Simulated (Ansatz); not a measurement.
Two isomers of C3H6O2: A = `CCOC=O`, B = `C=C(O)OC`.

Computed with Ansatz on PBE0-D4/def2-TZVP structures; ΔE is electronic, products minus reactants. CCSD(T)/CBS is the MP2 limit (def2-TZVPP, def2-QZVPP) plus CCSD(T) − MP2 in def2-TZVPP, frozen cores. Functionals use def2-TZVPP. B3LYP here is the variant with VWN-RPA as its local correlation; programs differ in this. One conformer a species, not always the lowest.

Which is lower in electronic energy at CCSD(T)/CBS, and by how much? (Best estimate.)

The calculation gave: A, by 21.6 kcal/mol.

Give E(B) − E(A) in kcal/mol with CCSD(T)/def2-TZVPP, CCSD/def2-TZVPP, B3LYP-D4, MP2/def2-TZVPP, B2PLYP, B3LYP, PBE0-D4. (An estimate is asked.)

Ansatz gave: CCSD(T)/def2-TZVPP 22.6, CCSD/def2-TZVPP 22.4, B3LYP-D4 21.9, MP2/def2-TZVPP 23.0, B2PLYP 23.0, B3LYP 22.0, PBE0-D4 21.3. None reverses the order clearly.

Largest T1 diagnostic: 0.014.

From PBE to PBE0 (25 % exact exchange), in def2-TZVPP and without D4, E(B) − E(A) moves by −0.8 kcal/mol.
